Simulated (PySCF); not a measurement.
Cartesian coordinates (Å):
```xyz
1

F      0.0000     0.0000     0.0000
```
Charge 0, spin multiplicity 2.

Problem. What is the computed highest occupied spin orbital, total energy and dipole moment (TPSS-D3(BJ)/def2-TZVP (PySCF))?

Solution. 
```json
{
 "highest_occupied_spin_orbital": "-10.34 eV",
 "total_energy": "-99.7731 Ha",
 "dipole_moment": "0.000 e·Å"
}
```
